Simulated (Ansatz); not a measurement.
**hcp Ru**

Calculation: r²SCAN (plane waves, PAW; Ansatz, a program for electronic structure).

Numerical settings: plane-wave cutoff 600 eV, 30×30×16 k mesh (along the axes of the cell as run), Fermi–Dirac smearing 0.064 eV (set by the program), no spin polarisation, scalar-relativistic PAW data made under PBE.

Cell: relaxed at this level.

| Property | Value |
|---|---|
| elastic constant C11 | 609 GPa |
| elastic constant C12 | 198 GPa |
| elastic constant C13 | 185 GPa |
| elastic constant C33 | 692 GPa |
| elastic constant C44 | 200 GPa |
| elastic constant C66 | 206 GPa |
| Voigt–Reuss–Hill bulk modulus | 338 GPa |
| Voigt–Reuss–Hill shear modulus (Hill average) | 210 GPa |
| Young modulus | 522 GPa |
| Poisson ratio | 0.242 |

Measured, for comparison: elastic constant C11 563 GPa, elastic constant C12 188 GPa, elastic constant C13 168 GPa, elastic constant C33 624 GPa, elastic constant C44 181 GPa (temperature not stated, no zero-point or thermal correction; as tabulated in Mehl and Papaconstantopoulos (1996), arXiv:mtrl-th/9602003). Computed (rounded) less measured: elastic constant C11 +8 %, elastic constant C12 +5 %, elastic constant C13 +10 %, elastic constant C33 +11 %, elastic constant C44 +10 %. A static lattice is as a rule a little smaller and stiffer than an uncorrected measurement, which narrows the difference in the elastic constant C11, elastic constant C12 and would widen misses of the other sign.

Elastic constants are with the ions relaxed.

Computed values are for the static lattice.

It cost around 50 core-minutes (rough) of CPU time.
